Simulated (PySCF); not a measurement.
Run record: geometry optimisation, `CC(C)CO`.

Method: PBE0-D3(BJ)/def2-SVP geometry optimisation, gas phase (PySCF 2.14.0). Start geometry: MMFF94s. A driver script takes a list of jobs; this job's settings line and coordinates (Å) are shown.

Input:
```
{"job": {"xc": "PBE0", "basis": "def2-SVP", "d3": "d3bj", "grid": 1, "kind": "geom"}, "charge": 0, "multiplicity": 1}
C      0.124576     1.471349    -0.299565
C      0.173088    -0.053980    -0.411395
C      1.531867    -0.577002     0.049426
C     -0.952472    -0.708361     0.394261
O     -2.214299    -0.308855    -0.124276
H      0.933000     1.928238    -0.880381
H      0.230747     1.796298     0.741076
H     -0.821695     1.866313    -0.683268
H      0.038445    -0.309450    -1.470218
H      2.340245    -0.135388    -0.542882
H      1.589414    -1.664477    -0.066168
H      1.713951    -0.337828     1.102738
H     -0.902341    -0.419936     1.449773
H     -0.889052    -1.799603     0.327326
H     -2.895475    -0.747316     0.413553
```

Output:
```
step   0  E = -233.22595441  max force = 0.017015
step   1  E = -233.22771932  max force = 0.003180
step   2  E = -233.22788419  max force = 0.001327
step   3  E = -233.22796043  max force = 0.001348
step   4  E = -233.22803874  max force = 0.001356
step   5  E = -233.22809120  max force = 0.001277
step   6  E = -233.22811102  max force = 0.000637
step   7  E = -233.22811328  max force = 0.000097
optimisation converged
```

Energies in Eh; «max force» is the largest Cartesian gradient component in Eh/bohr.

How much energy does the optimisation release, in eV?

E(step 0) − E(last step) = 0.002159 Eh, which is 0.059 eV.

Give the first gradient maximum in eV/Å.

With 1 Eh/bohr = 51.422 eV/Å, 0.875 eV/Å.

Main results: final energy -233.22811 Eh after 7 steps; dipole 1.43 D.

Give the final coordinates.

0.058 Å rms from the input after alignment:
```
atom  x, y, z in Å
C1     0.2515    1.4233   -0.3985
C2     0.1579   -0.0969   -0.4022
C3     1.4527   -0.7490    0.0633
C4    -1.0145   -0.5776    0.4383
O5    -2.2047   -0.0486   -0.0839
H6     1.0383    1.7765   -1.0829
H7     0.4937    1.7972    0.6112
H8    -0.7043    1.8703   -0.7054
H9    -0.0490   -0.4257   -1.4372
H10    2.3001   -0.4383   -0.5665
H11    1.3941   -1.8484    0.0264
H12    1.6911   -0.4604    1.1010
H13   -0.8518   -0.2601    1.4908
H14   -1.0289   -1.6871    0.4366
H15   -2.9262   -0.2751    0.5090
```

On one thread of an x86-64 server, no GPU (shared host), this took 46 s.
Labels such as C1 count atoms from 1, the log's own numbers from 0.
